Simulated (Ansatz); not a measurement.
`FCC=C(F)F` + NH₃ → `NC=C(F)F` + `CF` at 298.15 K and 1 bar (substitution at a C–C bond).

Isolated molecules relaxed with PBE0-D4/def2-TZVP in Ansatz; ΔE leaves out vibrations. CCSD(T)/CBS is the MP2 limit (def2-TZVPP, def2-QZVPP) plus CCSD(T) − MP2 in def2-TZVPP, frozen cores. This one scheme is used for every species. One conformer a species, not always the lowest.

| species | CCSD(T)/CBS energy (Eh) | H − E (kJ/mol) | S (J/(mol·K)) |
| --- | --- | --- | --- |
| `FCC=C(F)F` | -415.29351 | 171.6 | 325.7 |
| NH₃ | -56.50880 | 100.5 | 192.4 |
| `NC=C(F)F` | -332.15047 | 159.2 | 300.8 |
| `CF` | -139.63461 | 113.4 | 222.6 |

H − E and S are ideal-gas, rigid-rotor, harmonic terms from PBE0-D4/def2-TZVP, for one conformer and one mirror image of each species. 1 Eh = 2625.50 kJ/mol, R = 8.31446 J/(mol·K).

By hand: ΔE, ΔH, ΔS and ΔG.

ΔE = (-332.15047) + (-139.63461) − (-415.29351) − (-56.50880) = 0.01723 Eh = 45.2 kJ/mol. Δ(H − E) = 159.2 + 113.4 − 171.6 − 100.5 = 0.5, so ΔH = 45.7 kJ/mol. ΔS = 300.8 + 222.6 − 325.7 − 192.4 = 5.3 J/(mol·K). ΔG = 45.7 − 298.15 × (5.3)/1000 = 44.1 kJ/mol.

By hand: the equilibrium constant, and the temperature at which ΔG would vanish if ΔH and ΔS stayed fixed.

log₁₀ K = −ΔG/(RT ln 10) = -7.7. ΔG = 0 at ΔH/ΔS = 8623 K, far beyond where these terms or the molecules hold.

The number of gas molecules stays the same, so ΔS is small and ΔH decides. A doubt of 5 kJ/mol in ΔE shifts log₁₀ K by 0.9 here. Other conformers and mirror images would add mixing entropy, several J/(mol·K) or more a flexible species. These are equilibria of isolated gas molecules and say nothing of rates. Largest T1 diagnostic: 0.012 (customary marks: 0.02 for closed shells, 0.045 for open ones).
